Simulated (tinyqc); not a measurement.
Inside a calculation (part 1 of 2). Method: CIS on RHF in the sto-3g basis, for H2O, spin multiplicity 1. Computed by tinyqc, a small Python program that keeps every step (integrals from PySCF). Settings: charge = 0, multiplicity = 1, basis = sto-3g, method = RHF, energy threshold = 1e-10, iteration cap = 50, orthogonalisation = canonical, start = core, DIIS depth = 6. Command: `OMP_NUM_THREADS=1 python tinyqc.py 27581 27582 out.jsonl` (the two numbers bound the seeds that draw the settings). One thread of a shared host (Intel(R) Xeon(R) Processor @ 2.60GHz), about 0.06 s of CPU time with the checks. The early iterations of the SCF are left out here.

## One-electron integrals

Geometry (angstrom):
```
atom         x          y         z
O     0.000000   0.000000  0.000000
H     0.000000   0.818000  0.718000
H     0.000000  -0.774000  0.680000
```

Basis sto-3g: exponents (1/bohr^2) and contraction coefficients of normalised primitives:
```
element  l (shell)    exponent  coefficient
O            s (1)  130.709320     0.154329
O            s (1)   23.808861     0.535328
O            s (1)    6.443608     0.444635
O            s (2)    5.033151    -0.099967
O            s (2)    1.169596     0.399513
O            s (2)    0.380389     0.700115
O            p (3)    5.033151     0.155916
O            p (3)    1.169596     0.607684
O            p (3)    0.380389     0.391957
H            s (1)    3.425251     0.154329
H            s (1)    0.623914     0.535328
H            s (1)    0.168855     0.444635
```

Overlap, kinetic and nuclear-attraction integrals over the contracted functions; the nuclear repulsion is the sum of Za Zb / Rab.

nuclear repulsion = 8.33082606 hartree

overlap S, order 1O 1s, 1O 2s, 1O 2px, 1O 2py, 1O 2pz, 2H 1s, 3H 1s:
```
[[1.000000, 0.236704, 0.000000, 0.000000, 0.000000, 0.039480, 0.045354],
 [0.236704, 1.000000, 0.000000, 0.000000, 0.000000, 0.392931, 0.428120],
 [0.000000, 0.000000, 1.000000, 0.000000, 0.000000, 0.000000, 0.000000],
 [0.000000, 0.000000, 0.000000, 1.000000, 0.000000, 0.259348, -0.275747],
 [0.000000, 0.000000, 0.000000, 0.000000, 1.000000, 0.227643, 0.242258],
 [0.039480, 0.392931, 0.000000, 0.259348, 0.227643, 1.000000, 0.224561],
 [0.045354, 0.428120, 0.000000, -0.275747, 0.242258, 0.224561, 1.000000]]
```

kinetic energy T (hartree), order 1O 1s, 1O 2s, 1O 2px, 1O 2py, 1O 2pz, 2H 1s, 3H 1s:
```
[[29.003200, -0.168011, 0.000000, 0.000000, 0.000000, -0.008209, -0.006505],
 [-0.168011, 0.808128, 0.000000, 0.000000, 0.000000, 0.074488, 0.096326],
 [0.000000, 0.000000, 2.528731, 0.000000, 0.000000, 0.000000, 0.000000],
 [0.000000, 0.000000, 0.000000, 2.528731, 0.000000, 0.145528, -0.173671],
 [0.000000, 0.000000, 0.000000, 0.000000, 2.528731, 0.127737, 0.152579],
 [-0.008209, 0.074488, 0.000000, 0.145528, 0.127737, 0.760032, 0.002897],
 [-0.006505, 0.096326, 0.000000, -0.173671, 0.152579, 0.002897, 0.760032]]
```

nuclear attraction V (hartree), order 1O 1s, 1O 2s, 1O 2px, 1O 2py, 1O 2pz, 2H 1s, 3H 1s:
```
[[-61.618270, -7.419740, 0.000000, 0.001043, -0.016764, -1.268071, -1.459348],
 [-7.419740, -10.044755, 0.000000, 0.011112, -0.203017, -3.054886, -3.387509],
 [0.000000, 0.000000, -9.905531, 0.000000, 0.000000, 0.000000, 0.000000],
 [0.001043, 0.011112, 0.000000, -10.017213, 0.006536, -1.771361, 1.930898],
 [-0.016764, -0.203017, 0.000000, 0.006536, -9.991660, -1.616187, -1.759451],
 [-1.268071, -3.054886, 0.000000, -1.771361, -1.616187, -5.363139, -1.336262],
 [-1.459348, -3.387509, 0.000000, 1.930898, -1.759451, -1.336262, -5.554911]]
```

core Hamiltonian H = T + V (hartree), order 1O 1s, 1O 2s, 1O 2px, 1O 2py, 1O 2pz, 2H 1s, 3H 1s:
```
[[-32.615070, -7.587751, 0.000000, 0.001043, -0.016764, -1.276280, -1.465853],
 [-7.587751, -9.236627, 0.000000, 0.011112, -0.203017, -2.980398, -3.291183],
 [0.000000, 0.000000, -7.376799, 0.000000, 0.000000, 0.000000, 0.000000],
 [0.001043, 0.011112, 0.000000, -7.488481, 0.006536, -1.625833, 1.757228],
 [-0.016764, -0.203017, 0.000000, 0.006536, -7.462928, -1.488450, -1.606872],
 [-1.276280, -2.980398, 0.000000, -1.625833, -1.488450, -4.603107, -1.333365],
 [-1.465853, -3.291183, 0.000000, 1.757228, -1.606872, -1.333365, -4.794879]]
```

## Two-electron integrals

Functions are numbered as in S; the eight-fold symmetry (ij|kl) = (ji|kl) = (kl|ij) leaves the list below.

Two-electron integrals (ij|kl) in chemists' order, unique and non-zero (hartree):
```
(11|11) 4.785065    (21|11) 0.741380    (21|21) 0.136873    (22|11) 1.118947
(22|21) 0.256633    (22|22) 0.817206    (31|31) 0.024477    (32|31) 0.037809
(32|32) 0.180518    (33|11) 1.115814    (33|21) 0.256684    (33|22) 0.817023
(33|33) 0.880159    (41|41) 0.024477    (42|41) 0.037809    (42|42) 0.180518
(43|43) 0.047444    (44|11) 1.115814    (44|21) 0.256684    (44|22) 0.817023
(44|33) 0.785270    (44|44) 0.880159    (51|51) 0.024477    (52|51) 0.037809
(52|52) 0.180518    (53|53) 0.047444    (54|54) 0.047444    (55|11) 1.115814
(55|21) 0.256684    (55|22) 0.817023    (55|33) 0.785270    (55|44) 0.785270
(55|55) 0.880159    (61|11) 0.125222    (61|21) 0.022937    (61|22) 0.042777
(61|33) 0.042693    (61|41) 0.000793    (61|42) 0.001491    (61|44) 0.042839
(61|51) 0.000696    (61|52) 0.001308    (61|54) 0.000128    (61|55) 0.042805
(61|61) 0.003893    (62|11) 0.319995    (62|21) 0.074379    (62|22) 0.264099
(62|33) 0.259492    (62|41) 0.004205    (62|42) 0.032799    (62|44) 0.267152
(62|51) 0.003691    (62|52) 0.028789    (62|54) 0.006723    (62|55) 0.265394
(62|61) 0.012724    (62|62) 0.107743    (63|31) 0.007594    (63|32) 0.044890
(63|43) 0.006725    (63|53) 0.005903    (63|63) 0.014954    (64|11) 0.178110
(64|21) 0.041917    (64|22) 0.158897    (64|33) 0.151772    (64|41) 0.009662
(64|42) 0.063461    (64|44) 0.169597    (64|51) 0.001815    (64|52) 0.016301
(64|54) 0.009744    (64|55) 0.155143    (64|61) 0.007472    (64|62) 0.078769
(64|64) 0.071873    (65|11) 0.156336    (65|21) 0.036793    (65|22) 0.139472
(65|33) 0.133218    (65|41) 0.001815    (65|42) 0.016301    (65|44) 0.137058
(65|51) 0.009187    (65|52) 0.059198    (65|54) 0.010096    (65|55) 0.147982
(65|61) 0.006558    (65|62) 0.069140    (65|64) 0.049961    (65|65) 0.058807
(66|11) 0.475244    (66|21) 0.112249    (66|22) 0.458393    (66|33) 0.440259
(66|41) 0.007864    (66|42) 0.085705    (66|44) 0.470662    (66|51) 0.006903
(66|52) 0.075228    (66|54) 0.026686    (66|55) 0.463683    (66|61) 0.019349
(66|62) 0.240704    (66|64) 0.200804    (66|65) 0.176256    (66|66) 0.774606
(71|11) 0.144050    (71|21) 0.026375    (71|22) 0.049151    (71|33) 0.049055
(71|41) -0.000915   (71|42) -0.001714   (71|44) 0.049221    (71|51) 0.000804
(71|52) 0.001506    (71|54) -0.000145   (71|55) 0.049183    (71|61) 0.004414
(71|62) 0.014196    (71|64) 0.007648    (71|65) 0.007323    (71|66) 0.021403
(71|71) 0.005149    (72|11) 0.355181    (72|21) 0.082504    (72|22) 0.291446
(72|33) 0.286456    (72|41) -0.004658   (72|42) -0.035783   (72|44) 0.294748
(72|51) 0.004092    (72|52) 0.031437    (72|54) -0.007285   (72|55) 0.292856
(72|61) 0.013705    (72|62) 0.096351    (72|64) 0.048766    (72|65) 0.060007
(72|66) 0.175626    (72|71) 0.016215    (72|72) 0.129363    (73|31) 0.008575
(73|32) 0.050129    (73|43) -0.007408   (73|53) 0.006509    (73|63) 0.013081
(73|73) 0.018303    (74|11) -0.193685   (74|21) -0.045566   (74|22) -0.171866
(74|33) -0.164092   (74|41) 0.010827    (74|42) 0.070074    (74|44) -0.183601
(74|51) -0.001978   (74|52) -0.017523   (74|54) 0.010631    (74|55) -0.167714
(74|61) -0.007224   (74|62) -0.047372   (74|64) -0.011338   (74|65) -0.028894
(74|66) -0.077068   (74|71) -0.009346   (74|72) -0.092668   (74|74) 0.083916
(75|11) 0.170162    (75|21) 0.040033    (75|22) 0.150994    (75|33) 0.144164
(75|41) -0.001978   (75|42) -0.017523   (75|44) 0.148286    (75|51) 0.010313
(75|52) 0.065524    (75|54) -0.011030   (75|55) 0.160363    (75|61) 0.006945
(75|62) 0.059223    (75|64) 0.029303    (75|65) 0.049414    (75|66) 0.118076
(75|71) 0.008211    (75|72) 0.081413    (75|74) -0.057645   (75|75) 0.068946
(76|11) 0.131362    (76|21) 0.030836    (76|22) 0.119386    (76|33) 0.116381
(76|41) 0.000030    (76|42) 0.000365    (76|44) 0.118496    (76|51) 0.002339
(76|52) 0.021910    (76|54) 0.000105    (76|55) 0.123150    (76|61) 0.005232
(76|62) 0.049366    (76|64) 0.031386    (76|65) 0.035551    (76|66) 0.117312
(76|71) 0.006007    (76|72) 0.053528    (76|74) -0.032929   (76|75) 0.037928
(76|76) 0.028055    (77|11) 0.499086    (77|21) 0.117814    (77|22) 0.477695
(77|33) 0.458468    (77|41) -0.008516   (77|42) -0.090534   (77|44) 0.490685
(77|51) 0.007482    (77|52) 0.079539    (77|54) -0.028305   (77|55) 0.483335
(77|61) 0.019550    (77|62) 0.165777    (77|64) 0.074742    (77|65) 0.113147
(77|66) 0.327496    (77|71) 0.023354    (77|72) 0.268482    (77|74) -0.219519
(77|75) 0.192859    (77|76) 0.117312    (77|77) 0.774606
```

## Orthogonalisation

S = U s U^T; canonical form X = U s^(-1/2), so that X^T S X = 1. Each column of U has its largest component positive (the first on a tie).

eigenvalues of S: [0.403892, 0.497390, 0.880541, 1.000000, 1.105449, 1.281874, 1.830855]

X, order 1O 1s, 1O 2s, 1O 2px, 1O 2py, 1O 2pz, 2H 1s, 3H 1s:
```
[[-0.320877, 0.083155, 0.739222, 0.000000, 0.621395, 0.006073, 0.160066],
 [1.050055, -0.205703, -0.313069, 0.000000, 0.326000, 0.010141, 0.424357],
 [0.000000, 0.000000, 0.000000, 1.000000, 0.000000, 0.000000, 0.000000],
 [-0.197503, -0.829190, 0.003234, 0.000000, 0.008396, 0.707532, -0.015970],
 [0.526191, -0.103920, 0.659395, 0.000000, -0.611857, 0.010200, 0.216681],
 [-0.461548, 0.918510, -0.173679, 0.000000, -0.139941, 0.390979, 0.369649],
 [-0.861060, -0.647496, -0.161950, 0.000000, -0.134829, -0.355525, 0.395786]]
```

## Iteration 9 (converged): orbitals

converged F (hartree), order 1O 1s, 1O 2s, 1O 2px, 1O 2py, 1O 2pz, 2H 1s, 3H 1s:
```
[[-20.255853, -5.164637, 0.000000, 0.001098, -0.026705, -0.877335, -1.006601],
 [-5.164637, -2.424027, 0.000000, 0.011949, -0.093323, -0.821420, -0.905235],
 [0.000000, 0.000000, -0.392228, 0.000000, 0.000000, 0.000000, 0.000000],
 [0.001098, 0.011949, 0.000000, -0.253988, 0.013953, -0.346473, 0.364797],
 [-0.026705, -0.093323, 0.000000, 0.013953, -0.298593, -0.349341, -0.366352],
 [-0.877335, -0.821420, 0.000000, -0.346473, -0.349341, -0.433781, -0.313855],
 [-1.006601, -0.905235, 0.000000, 0.364797, -0.366352, -0.313855, -0.494866]]
```

Diagonalise F' = X^T F X, C = X C', fill 5 alpha and 5 beta electrons from the bottom; D = 2 C_occ C_occ^T. Each column has its largest component positive (the first on a tie).

F' = X^T F X (hartree):
```
[[-0.001587, 0.196035, 1.897674, 0.000000, 1.456770, -0.015148, 0.306391],
 [0.196035, 0.539380, -0.591415, 0.000000, -0.501419, -0.118301, -0.139193],
 [1.897674, -0.591415, -8.633473, 0.000000, -8.850533, -0.096884, -3.714192],
 [0.000000, 0.000000, 0.000000, -0.392228, 0.000000, 0.000000, 0.000000],
 [1.456770, -0.501419, -8.850533, 0.000000, -9.899658, -0.112945, -4.176909],
 [-0.015148, -0.118301, -0.096884, 0.000000, -0.112945, -0.545208, -0.041659],
 [0.306391, -0.139193, -3.714192, 0.000000, -4.176909, -0.041659, -2.831553]]
```

orbital energies (hartree): [-20.264252, -1.230564, -0.556603, -0.456126, -0.392228, 0.515819, 0.619628]

coefficients C, order 1O 1s, 1O 2s, 1O 2px, 1O 2py, 1O 2pz, 2H 1s, 3H 1s:
```
[[0.994369, -0.236798, -0.012151, 0.099585, 0.000000, 0.109650, 0.034403],
 [0.024633, 0.869498, 0.064438, -0.510400, 0.000000, -0.675288, -0.228235],
 [0.000000, 0.000000, 0.000000, 0.000000, 1.000000, 0.000000, 0.000000],
 [-0.000307, -0.012089, 0.616989, 0.041155, 0.000000, -0.236638, 0.888250],
 [0.003609, 0.102318, -0.051776, 0.733070, 0.000000, -0.740267, -0.212963],
 [-0.004581, 0.138350, 0.437211, 0.356247, 0.000000, 0.878078, -0.536369],
 [-0.005208, 0.158160, -0.465539, 0.287545, 0.000000, 0.508468, 0.951387]]
```

D after iteration 9, order 1O 1s, 1O 2s, 1O 2px, 1O 2py, 1O 2pz, 2H 1s, 3H 1s:
```
[[2.109817, -0.466026, 0.000000, -0.001682, 0.105983, -0.014304, -0.016677],
 [-0.466026, 2.042588, 0.000000, 0.016466, -0.576881, -0.066946, -0.078739],
 [0.000000, 0.000000, 2.000000, 0.000000, 0.000000, 0.000000, 0.000000],
 [-0.001682, 0.016466, 0.000000, 0.765031, -0.006027, 0.565490, -0.554618],
 [0.105983, -0.576881, 0.000000, -0.006027, 1.101107, 0.505312, 0.502116],
 [-0.014304, -0.066946, 0.000000, 0.565490, 0.505312, 0.674454, -0.158393],
 [-0.016677, -0.078739, 0.000000, -0.554618, 0.502116, -0.158393, 0.648901]]
```

## Convergence

Stop when the energy changes by less than 1e-10 hartree and every element of the error matrix X^T (F D S - S D F) X is below 3e-06.

Course of the cycle:
```
iteration   E (hartree)     change  largest element of the error matrix
1          -73.26230987          -                             8.50e-01
2          -74.86476321  -1.60e+00                             3.19e-01
3          -74.95245393  -8.77e-02                             4.75e-02
4          -74.95485509  -2.40e-03                             1.02e-02
5          -74.95497135  -1.16e-04                             2.43e-03
6          -74.95498640  -1.50e-05                             2.85e-04
7          -74.95498651  -1.12e-07                             1.22e-05
8          -74.95498651  -1.60e-10                             6.41e-07
9          -74.95498651  -6.39e-13                             1.31e-07
```

PySCF RHF in the same basis = -74.95498651 hartree

Converged in 9 iterations.

## Integrals over molecular orbitals

(pq|rs) = sum C_ip C_jq C_kr C_ls (ij|kl), one index at a time.

one-electron integrals over orbitals h = C^T H C (hartree):
```
[[-32.598236, 0.563286, 0.028147, -0.224962, 0.000000, -0.250700, -0.078444],
 [0.563286, -7.592855, -0.038346, 0.510547, 0.000000, 1.206535, 0.386782],
 [0.028147, -0.038346, -6.146675, 0.094708, 0.000000, 0.423514, -1.670339],
 [-0.224962, 0.510547, 0.094708, -6.671473, 0.000000, 1.259305, 0.196500],
 [0.000000, 0.000000, 0.000000, 0.000000, -7.376799, 0.000000, 0.000000],
 [-0.250700, 1.206535, 0.423514, 1.259305, 0.000000, -5.380453, 0.031372],
 [-0.078444, 0.386782, -1.670339, 0.196500, 0.000000, 0.031372, -5.496291]]
```

Two-electron integrals over orbitals (pq|rs), unique and non-zero (hartree):
```
(11|11) 4.746195    (21|11) -0.423971   (21|21) 0.059989    (22|11) 1.013307
(22|21) -0.014332   (22|22) 0.725254    (31|11) -0.021770   (31|21) 0.002675
(31|22) -0.002131   (31|31) 0.011218    (32|11) 0.013076    (32|21) -0.001225
(32|22) -0.005368   (32|31) 0.017364    (32|32) 0.134776    (33|11) 0.782804
(33|21) -0.004782   (33|22) 0.628918    (33|31) 0.000591    (33|32) 0.001181
(33|33) 0.610228    (41|11) 0.176922    (41|21) -0.022764   (41|22) 0.013895
(41|31) -0.001640   (41|32) -0.000123   (41|33) 0.005985    (41|41) 0.025226
(42|11) -0.147109   (42|21) 0.008655    (42|22) -0.015292   (42|31) -0.000010
(42|32) -0.002113   (42|33) 0.003363    (42|41) 0.017577    (42|42) 0.127707
(43|11) -0.022313   (43|21) 0.000844    (43|22) -0.008395   (43|31) -0.003193
(43|32) 0.023282    (43|33) -0.006475   (43|41) 0.001208    (43|42) 0.011295
(43|43) 0.054291    (44|11) 0.943640    (44|21) -0.011827   (44|22) 0.660308
(44|31) 0.000054    (44|32) 0.011320    (44|33) 0.577329    (44|41) -0.009032
(44|42) -0.094949   (44|43) -0.008388   (44|44) 0.716793    (51|51) 0.025985
(52|51) 0.032901    (52|52) 0.147931    (53|51) 0.001612    (53|52) 0.005669
(53|53) 0.027851    (54|51) -0.012819   (54|52) -0.046501   (54|53) -0.003117
(54|54) 0.050934    (55|11) 1.115352    (55|21) -0.011962   (55|22) 0.751186
(55|31) -0.000610   (55|32) 0.006690    (55|33) 0.614939    (55|41) 0.004977
(55|42) -0.079399   (55|43) -0.012649   (55|44) 0.697079    (55|55) 0.880159
(61|11) 0.196400    (61|21) -0.029858   (61|22) 0.001028    (61|31) -0.004268
(61|32) -0.004131   (61|33) -0.000993   (61|41) -0.002181   (61|42) -0.020600
(61|43) -0.000599   (61|44) 0.016493    (61|55) 0.005256    (61|61) 0.026968
(62|11) -0.265548   (62|21) 0.005733    (62|22) -0.129923   (62|31) -0.002488
(62|32) -0.014248   (62|33) -0.070923   (62|41) -0.018194   (62|42) -0.028436
(62|43) 0.008108    (62|44) -0.061971   (62|55) -0.139549   (62|61) 0.010800
(62|62) 0.094921    (63|11) -0.088230   (63|21) 0.001807    (63|22) -0.040237
(63|31) -0.003137   (63|32) 0.028991    (63|33) -0.026641   (63|41) -0.000508
(63|42) 0.018972    (63|43) 0.033669    (63|44) -0.027031   (63|55) -0.048908
(63|61) -0.000168   (63|62) 0.023522    (63|63) 0.072402    (64|11) -0.257804
(64|21) 0.003357    (64|22) -0.116976   (64|31) 0.002232    (64|32) 0.017562
(64|33) -0.049651   (64|41) -0.000331   (64|42) 0.051835    (64|43) 0.013845
(64|44) -0.128274   (64|55) -0.141580   (64|61) -0.003086   (64|62) 0.054053
(64|63) 0.039173    (64|64) 0.097515    (65|51) -0.012998   (65|52) -0.050337
(65|53) -0.007269   (65|54) -0.004042   (65|65) 0.034786    (66|11) 0.802446
(66|21) -0.007539   (66|22) 0.603938    (66|31) 0.002547    (66|32) 0.040585
(66|33) 0.560136    (66|41) 0.017889    (66|42) 0.046509    (66|43) 0.028715
(66|44) 0.556791    (66|55) 0.588120    (66|61) -0.009421   (66|62) -0.091161
(66|63) 0.016774    (66|64) -0.040145   (66|66) 0.615839    (71|11) 0.061826
(71|21) -0.009664   (71|22) -0.000510   (71|31) 0.013856    (71|32) 0.021388
(71|33) 0.001339    (71|41) 0.000758    (71|42) -0.004336   (71|43) -0.004538
(71|44) 0.004200    (71|55) 0.001611    (71|61) 0.002771    (71|62) -0.002289
(71|63) -0.003916   (71|64) 0.002055    (71|66) 0.002855    (71|71) 0.020251
(72|11) -0.086846   (72|21) 0.001708    (72|22) -0.041991   (72|31) 0.014289
(72|32) 0.046190    (72|33) -0.015153   (72|41) -0.004043   (72|42) -0.000559
(72|43) -0.032188   (72|44) -0.026500   (72|55) -0.044796   (72|61) -0.002370
(72|62) 0.010138    (72|63) -0.025421   (72|64) 0.019854    (72|66) -0.030378
(72|71) 0.017507    (72|72) 0.068724    (73|11) 0.353876    (73|21) -0.006908
(73|22) 0.145985    (73|31) -0.000084   (73|32) 0.021203    (73|33) 0.086323
(73|41) -0.000556   (73|42) -0.078461   (73|43) 0.000299    (73|44) 0.139433
(73|55) 0.190422    (73|61) 0.005872    (73|62) -0.063047   (73|63) -0.018189
(73|64) -0.088516   (73|66) 0.053969    (73|71) 0.001863    (73|72) -0.028424
(73|73) 0.155452    (74|11) -0.040510   (74|21) 0.000523    (74|22) -0.014701
(74|31) -0.008665   (74|32) -0.073237   (74|33) -0.008630   (74|41) -0.000894
(74|42) 0.002547    (74|43) -0.007107   (74|44) -0.024171   (74|55) -0.021452
(74|61) 0.003011    (74|62) 0.015968    (74|63) -0.041209   (74|64) -0.005218
(74|66) -0.038514   (74|71) -0.011047   (74|72) -0.011720   (74|73) -0.030331
(74|74) 0.068688    (75|51) -0.004068   (75|52) -0.015884   (75|53) 0.022478
(75|54) 0.001244    (75|65) 0.003207    (75|75) 0.025226    (76|11) -0.003811
(76|21) 0.000324    (76|22) 0.005297    (76|31) -0.006914   (76|32) -0.075730
(76|33) -0.003697   (76|41) 0.003603    (76|42) 0.012848    (76|43) -0.048904
(76|44) -0.014291   (76|55) -0.002830   (76|61) -0.001035   (76|62) -0.009488
(76|63) -0.047030   (76|64) -0.019449   (76|66) -0.038968   (76|71) -0.009077
(76|72) 0.005577    (76|73) -0.026745   (76|74) 0.047702    (76|76) 0.086744
(77|11) 0.835943    (77|21) -0.008564   (77|22) 0.613570    (77|31) -0.005010
(77|32) -0.046663   (77|33) 0.591870    (77|41) 0.004968    (77|42) -0.012073
(77|43) -0.030999   (77|44) 0.577028    (77|55) 0.608718    (77|61) 0.004040
(77|62) -0.061763   (77|63) -0.051756   (77|64) -0.057848   (77|66) 0.534096
(77|71) -0.004644   (77|72) -0.016370   (77|73) 0.072020    (77|74) 0.024541
(77|76) 0.041053    (77|77) 0.625179
```
